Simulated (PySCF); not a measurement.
Molecule: C$_{4}$H$_{5}$, net charge 0, doublet state. It need not be the lowest isomer of its formula. 
Coordinates optimised at B3LYP-D3(BJ)/def2-TZVP (Ansatz):
SMILES: C1[CH]C=C1
```xyz
9

C      0.0104    -0.7333     0.7405
C     -0.1536     0.6505     0.7726
C      0.1554    -0.7767    -0.6451
C     -0.0106     0.7416    -0.7489
H      0.0213    -1.4944     1.5091
H     -0.3171     1.3823     1.5486
H      0.3196    -1.5575    -1.3716
H      0.8622     1.2907    -1.1113
H     -0.8961     1.0863    -1.2889
```
Charge 0, spin multiplicity 2.

Dispersion corrections to the total energy (kcal/mol) from the dftd3 and dftd4 libraries through PySCF: D3(BJ) without and D4 with the three-body term, each with the damping fitted for the functional named.

```csv
functional,D3(BJ),D4
B3LYP,-6.09,-5.48
BHLYP,-4.64,…
HF,-31.92,…
r2SCAN,-0.93,-0.80
PBE,-3.56,…
PBE0,-2.97,-2.80
TPSSh,-3.98,-4.17
```

**Question.** Fill in the missing entries.

**Answer.** 
- BHLYP, D4: -3.72
- HF, D4: -13.93
- PBE, D4: -3.40
